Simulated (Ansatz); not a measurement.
A made-up structure of C2H5S (charge +1), closed shell:

C1  (-0.491, 0.810, -0.410)
C2  (0.324, -0.311, 0.026)
S3  (-0.039, -1.200, 1.349)
H4  (-0.797, 0.628, -1.451)
H5  (0.153, 1.700, -0.470)
H6  (-0.779, -0.643, 2.344)
H7  (1.212, -0.570, -0.550)
H8  (0.999, -2.066, 1.290)
(Å)

It is relaxed with PBE-D4/def2-SVP and then PBE0-D4/def2-TZVP (Ansatz 0.2.0). Atoms count as bonded within 1.22 times the sum of their covalent radii (H–H: 0.88 Å). The end point is not checked to be a true minimum.

(1) Does its bonding change? (Judge from chemistry; the calculation decides.)

Results:

(1) Computed: No: no bond forms or breaks.

Where it ends: The first stage lowers the energy by 5.02 eV in 14 steps. It ends as C₂H₅S ([CH2][CH][SH2]), total charge +1:
| atom | x (Å) | y (Å) | z (Å) |
| --- | --- | --- | --- |
| C1 | -0.1243 | 0.7226 | -0.4670 |
| C2 | 0.1645 | -0.5521 | -0.2819 |
| S3 | -0.1011 | -1.3844 | 1.2642 |
| H4 | -0.0030 | 1.1509 | -1.4563 |
| H5 | -0.4868 | 1.3808 | 0.3150 |
| H6 | -0.5190 | -0.3428 | 2.0183 |
| H7 | 0.4985 | -1.2403 | -1.0503 |
| H8 | 1.1520 | -1.3859 | 1.7865 |

Labels in which every atom is bracketed show which atoms are joined, not bond orders.

For scale, one of the runs: PBE0-D4/def2-TZVP relaxation, 129 basis functions, launched by `ansatz run in.yaml --threads 2 --pin off --events-out ev --progress --plain --max-ram 4352MiB`. The run took about 20 s on 2 CPU threads of an Arm Neoverse V2 (shared host).
